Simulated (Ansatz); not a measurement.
Zinc-blende AlAs: TA phonon frequency at L by level of theory

No measured value is used here.

| level (code) | value (cm⁻¹) | cell (Å³/atom) |
|---|---|---|
| LDA (Ansatz) | 71 | 22.29 |
| BLYP (Ansatz) | 81 | 24.34 |
| PBE (Ansatz) | 73 | 23.50 |
| revPBE (Ansatz) | 75 | 23.89 |
| RPBE (Ansatz) | 75 | 24.03 |
| PBE-D3(BJ) (Ansatz) | 70 | 22.72 |
| B3LYP (VWN-RPA form) (Ansatz) | 85 | 23.57 |
| HSE06 (Ansatz) | 78 | 22.93 |
| LC-ωPBE (Ansatz) | 82 | 22.14 |
| Hartree–Fock (Ansatz) | 96 | 23.70 |

PBE-D3(BJ): the dispersion coefficients are held fixed in the derivatives. Each level is taken at its own relaxed cell. K meshes differ between the levels. Ansatz's density-functional and Hartree–Fock values are scalar-relativistic unless marked +SOC, with PAW data made under PBE.

Ansatz is a program for electronic structure.
